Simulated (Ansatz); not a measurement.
# C₂H₂ (singlet): the correlation ladder, cc-pVDZ

The task here is to estimate one member of a computed series from the others.

Program: Ansatz 0.2.0, Gaussian basis. Level of theory: cc-pVDZ, core rule «outside noble gas», up to 2 orbitals frozen. These are calculated values, not measurements.

The runs, in order: UHF; CCSD(T) on RHF; BCCD(T) on RHF; CISD; CCSDT(Q) on RHF; CCSDTQ on RHF; CASSCF and MRCISD+Q, 10 electrons in 10 orbitals; CASSCF and NEVPT2, 10 electrons in 10 orbitals.

3 further runs of the same task are left out: 3 set aside as unsound or not needed. Runs told in other sessions of the task aren't counted.

## What is computed

The geometry is a PBE0/def2-TZVP stationary point (not a proven minimum).

4 atoms, charge 0, spin multiplicity 1.

Atoms are counted from 1 here; the program's logs count them from 0.

Bond lengths: C1–C2 1.197 Å, C1–H3 1.065 Å, C2–H4 1.065 Å. Angles: C2–C1–H3 180.0°, C1–C2–H4 180.0°.

The first run:

Input file in.yaml:

```yaml
crystal:
  periodic: [false, false, false]
  atoms:
    - {symbol: C, position_ang: [0.000000, 0.000000, 0.598483]}
    - {symbol: C, position_ang: [0.000000, 0.000000, -0.598483]}
    - {symbol: H, position_ang: [0.000000, 0.000000, 1.663170]}
    - {symbol: H, position_ang: [0.000000, 0.000000, -1.663170]}
basis:
  gaussian: {orbitals: cc-pVDZ}
magnetization: {spin_polarized: true, initial_magnetization: 0}
hamiltonian: {xc: hf}
output: {orbitals: {seedname: orbitals}}
```

Run with:

```console
ansatz run in.yaml --threads 1 --pin off --events-out ev --progress --plain --max-ram 2560MiB --backend cpu
```

Among the steps run: UHF; CCSD(T) on RHF; BCCD(T) on RHF; CISD; CCSDT(Q) on RHF; CCSDTQ on RHF; CASSCF and MRCISD+Q, 10 electrons in 10 orbitals; CASSCF and NEVPT2, 10 electrons in 10 orbitals.

One table of the session follows, with a row left open; its other results are not shown here.

```
          method  from RCCSDTQ (meV)
             RHF             +7726.0
            RMP2              +800.9
            CISD              +878.5
           RCCSD              +332.5
        RCCSD(T)               +35.0
         BCCD(T)               +35.9
          RCCSDT               +24.2
       RCCSDT(Q)                -2.8
         RCCSDTQ                   0
  CASSCF valence                   ?
  NEVPT2 valence              +788.6
  MRCISD valence              +180.4
MRCISD+Q valence               +12.6
```

**Question.** Estimate the row for CASSCF valence.

The run gave: from RCCSDTQ (meV): +3736.9. In the column «from RCCSDTQ (meV)» it lies between CISD (+878.5) and RHF (+7726.0).
